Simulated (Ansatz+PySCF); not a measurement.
A calculation with Ansatz (development build ahead of 0.2.0).

```yaml
crystal:
  periodic: [false, false, false]
  atoms:
    - { symbol: C, position_ang: [1.29129, 0.13368, 0.0] }
    - { symbol: C, position_ang: [0.0, 0.47916, 0.0] }
    - { symbol: H, position_ang: [1.60116, -0.90742, 0.0] }
    - { symbol: H, position_ang: [2.0808, 0.87734, 0.0] }
    - { symbol: H, position_ang: [-0.26322, 1.5361, 0.0] }
    - { symbol: C, position_ang: [-1.13976, -0.49234, 0.0] }
    - { symbol: H, position_ang: [-0.77686, -1.52329, 0.0] }
    - { symbol: H, position_ang: [-1.77554, -0.35286, 0.88042] }
    - { symbol: H, position_ang: [-1.77554, -0.35286, -0.88042] }
basis:
  gaussian: { orbitals: cc-pVTZ }
total_charge: 1
magnetization:
  spin_polarized: true
  initial_magnetization: 1
hamiltonian:
  xc: hf
correlation:
  method: mp2
  frozen_orbitals: { C: 1, H: 0 }
```

The input is written out in the form of the current development build from the run's settings.

Output:

| Item | Value |
| --- | --- |
| Converged | yes |
| Reference energy | -116.81049 hartree |
| Correlation energy | -0.44738 hartree |
| Total energy | -117.25787 hartree |
| Spin squared of the determinant | 0.756 |
| Stability test | minimum |
| Occupied orbitals by symmetry in an Abelian subgroup (alpha; beta) | 10 A' 2 A''; 10 A' 1 A'' |
